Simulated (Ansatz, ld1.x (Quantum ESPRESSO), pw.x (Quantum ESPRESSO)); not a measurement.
**From atom to crystal: TM potential for Ta**

ld1.x (Quantum ESPRESSO) 7.5 input, shortened:

```
&input
   title='Ta', zed=73., rel=1, dft='PBESOL', iswitch=3,
   config='[Xe] 4f14 5d3 6s2 6p0'
 /
 &inputp
   pseudotype=2, tm=.true., lloc=0,
   nlcc=.true., new_core_ps=.true., rcore=2.00
 /
3
6P  2  1   0.00   0.00  3.45  3.45  0.0
5D  3  2   3.00   0.00  2.15  2.15  0.0
6S  1  0   2.00   0.00  2.80  2.80  0.0
 &test
   configts(1)='5d3 6s2 6p0'
 /
```

Atomic tests: cutoffs needed: 30 Ry and 35 Ry (the cutoffs (Ry, on a coarse ladder) from which the occupation-weighted sum of valence levels, in a spherical-Bessel basis at the reference potential, stays within 10 and 1 mRy of its value at 400 Ry); ghost test: no extra level below or beside the all-electron valence levels (p, d, s, f tested) (spherical-Bessel basis up to 400 Ry, 20 bohr box); largest excitation error: -236 meV (all-electron minus pseudo) for 5d2 6s0 6p0, out of 7 test configurations.

Crystal test: bcc Ta in pw.x 7.5, no spin, 14³ k-points, Fermi–Dirac smearing 0.01 Ry, cutoffs 50/200 Ry. The reference is all-electron LAPW (Ansatz 0.2.0) with the same functional, mesh and smearing; V0 and B0 come from Birch–Murnaghan fits to the pressures at five volumes. Errors are pseudo minus all-electron; Δ is the rms difference of the E(V) curves that follow from these fits, minima aligned, over ±6 % about the mean V0. Mesh and smearing are coarse, so the numbers serve the comparison and aren't converged zero-temperature values; the lattice is a test structure that the element need not adopt.

All-electron: a0 = 3.282 Å (V0 = 17.68 Å³/atom), B0 = 206.9 GPa.

**Question.** How far does the potential miss the all-electron equation of state?

**Answer.** mean pressure error (GPa): +4.17; a0 (Å): 3.303; a0 error (%): +0.61; B0 error (%): +1.1; Δ (meV/atom): 15.0. The largest radius (3.45 bohr) exceeds half the bond length (2.68 bohr), so the spheres overlap, which is one possible source of error among others. This is a poor potential for the solid.

```tsv
V (Å³/atom)	P all-electron (GPa)	P pseudo (GPa)
16.673	13.61	18.76
17.112	7.22	11.82
17.551	1.56	5.67
17.990	-3.46	0.23
18.429	-7.90	-4.60
```

**Question.** At the middle volume, how do free energy and pressure move when the wave cutoff is lowered (ecutrho kept at four times it)?

**Answer.**

```json
{"cutoff (Ry)": "22", "shift of F (meV/atom)": "+419.5", "shift of P (GPa)": "-17.38"}
{"cutoff (Ry)": "30", "shift of F (meV/atom)": "+12.6", "shift of P (GPa)": "-1.06"}
{"cutoff (Ry)": "40", "shift of F (meV/atom)": "+0.9", "shift of P (GPa)": "+0.03"}
```

Input at the middle volume:

```
&control
  calculation='scf', prefix='x', pseudo_dir='./', outdir='./tmp', tstress=.true., disk_io='none'
/
&system
  ibrav=0, nat=1, ntyp=1, ecutwfc=50, ecutrho=200, nbnd=9,
  occupations='smearing', smearing='fd', degauss=0.01
/
&electrons
  conv_thr=1e-09, mixing_beta=0.4, electron_maxstep=70
/
ATOMIC_SPECIES
Ta 1.0 Ta.UPF
CELL_PARAMETERS angstrom
  -1.63712042 1.63712042 1.63712042
  1.63712042 -1.63712042 1.63712042
  1.63712042 1.63712042 -1.63712042
ATOMIC_POSITIONS crystal
Ta 0.0000 0.0000 0.0000
K_POINTS automatic
14 14 14 0 0 0
```

```bash
pw.x < Ta.scf.in > Ta.scf.out
```

Lines of the output:

```
Message from routine setup:
     using ibrav=0 with symmetry is DISCOURAGED, use correct ibrav instead
     lattice parameter (alat)  =       5.3585  a.u.
     unit-cell volume          =     118.4400 (a.u.)^3
     number of electrons       =         5.00
     number of Kohn-Sham states=            9
     kinetic-energy cutoff     =      50.0000  Ry
     charge density cutoff     =     200.0000  Ry
     scf convergence threshold =      1.0E-09
     Exchange-correlation= PBESOL
     number of k points=   104  Fermi-Dirac smearing, width (Ry)=  0.0100
     iteration #  1     ecut=    50.00 Ry     beta= 0.40
     total energy              =     -23.44254674 Ry
     estimated scf accuracy    <       0.02047783 Ry
     iteration #  2     ecut=    50.00 Ry     beta= 0.40
     total energy              =     -23.44117662 Ry
     estimated scf accuracy    <       0.00405162 Ry
     iteration #  3     ecut=    50.00 Ry     beta= 0.40
     total energy              =     -23.44180586 Ry
     estimated scf accuracy    <       0.00005486 Ry
     iteration #  4     ecut=    50.00 Ry     beta= 0.40
     total energy              =     -23.44180967 Ry
     estimated scf accuracy    <       0.00000817 Ry
     iteration #  5     ecut=    50.00 Ry     beta= 0.40
     total energy              =     -23.44181103 Ry
     estimated scf accuracy    <       0.00000004 Ry
     iteration #  6     ecut=    50.00 Ry     beta= 0.40
     total energy              =     -23.44181105 Ry
     estimated scf accuracy    <       0.00000001 Ry
     iteration #  7     ecut=    50.00 Ry     beta= 0.40
     total energy              =     -23.44181105 Ry
     estimated scf accuracy    <          3.7E-09 Ry
     iteration #  8     ecut=    50.00 Ry     beta= 0.40
     the Fermi energy is    12.2218 ev
!    total energy              =     -23.44181105 Ry
     estimated scf accuracy    <          2.7E-10 Ry
     smearing contrib. (-TS)   =      -0.00523870 Ry
     The total energy is F=E-TS. E is the sum of the following terms:
     one-electron contribution =       8.66820016 Ry
     hartree contribution      =       0.04108111 Ry
     xc contribution           =     -17.44168622 Ry
     ewald contribution        =     -14.70416740 Ry
     convergence has been achieved in   8 iterations
          total   stress  (Ry/bohr**3)                   (kbar)     P=       56.72
     Message from routine punch:
     Nothing written, as per user request (disk_io='none')
```

The run at the middle volume (104 k-points, 8 iterations) took about 6.9 s on one core of a shared host (Neoverse-V1, 32 threads, 247 GiB, load 21).
